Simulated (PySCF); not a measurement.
## Mass spectrum arithmetic for `F[PH+](F)P`

Species: `F[PH+](F)P`.

All values are calculated from tables of isotopes.

(1) What are the average molar mass and the monoisotopic mass?

(2) Work out the cluster of the ion itself, one line a nominal mass.

(3) What share of all these ions is the monoisotopic species?

(4) Resolve the fine structure: one atom at a time replaced by a minor isotope.

(5) Give the mass fraction of each element.

(6) Protons, neutrons, electrons, and exact less nominal mass of the monoisotopic species?

Answers

(1) For [F2H3P2]+, with standard atomic weights, 2 × 18.998 + 2 × 30.974 + 3 × 1.008 = 102.968 g/mol. From the most abundant isotopes (19F, 31P, 1H), 2 × 18.998403 + 2 × 30.973762 + 3 × 1.007825 = 102.9678 u for neutral atoms; the ion's mass is 102.9673 u once 1 electron mass (0.000549 u) is taken off.

(2) 
```tsv
nominal mass	m/z (centroid)	relative intensity
103	102.9673	100.0
```

Lines under 0.1 % of the tallest are left out. Abundances used (%; other tables differ somewhat): 1H 99.9885, 2H 0.0115.

(3) 1^2 × 1^2 × 0.999885^3 = 99.97 %.

(4) Intensity in % of the monoisotopic species:

```tsv
isotope	mass shift (u)	m/z	intensity (%)
2H	+1.00628	103.9735	0.03
```

Species under 0.02 % are left out.

(5) F 36.90 %, P 60.16 %, H 2.94 %.

(6) 51 protons, 52 neutrons and 50 electrons; 102.9678 − 103 = -0.0322 u, electron masses as for neutral atoms.
